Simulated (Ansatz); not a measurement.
## Strength of the C–H bond: SiH2(CH3)Cl → SiH2(CH2)Cl + H

Species: SiH2(CH3)Cl ((chlorosilyl)methane), singlet; SiH2(CH2)Cl, doublet; H atom, doublet. 

Shapes, held fixed at every level: PBE0-D4/def2-TZVP. Flexible molecules stand in one conformer, not always the lowest. Programs: Ansatz 0.2.0. The zero-point and thermal change to 298 K, harmonic and unscaled (PBE0-D4/def2-TZVP), is -28.9 kJ/mol.

```
               level                   kind  ΔH(298 K) (kJ/mol)  less CCSD(T)/CBS estimate  CPU time (sum over the molecules)
         HF/def2-SVP           Hartree–Fock              +315.7                     -113.0                                  –
   PBE-D4/def2-TZVPP                    GGA              +415.5                      -13.2                              8.3 s
r2SCAN-D4/def2-TZVPP               meta-GGA              +408.0                      -20.7                               16 s
 B3LYP-D4/def2-TZVPP          global hybrid              +419.3                       -9.4                               15 s
  CCSD(T)/def2-TZVPP  coupled cluster or CI              +421.8                       -6.9                            2.4 min
     CCSD/def2-TZVPP  coupled cluster or CI              +417.4                      -11.3                                  –
CCSD(T)/CBS estimate  coupled cluster or CI              +428.7                        0.0                            3.3 min
```

The highest level, CCSD(T)/CBS estimate, gives ΔH(298 K) = +428.7 kJ/mol; the levels span +315.7 to +428.7. The column of differences is taken from that level and isn't an error. Hartree–Fock misses the correlation of the pair that is broken and comes out low. No measured value is set beside it here. Open shells run unrestricted unless RO is named. The CBS estimate extrapolates MP2 from def2-TZVPP and def2-QZVPP and adds CCSD(T) − MP2 in the triple-zeta set, cores frozen. Times are processor times on shared x86 and Arm servers, and rough.
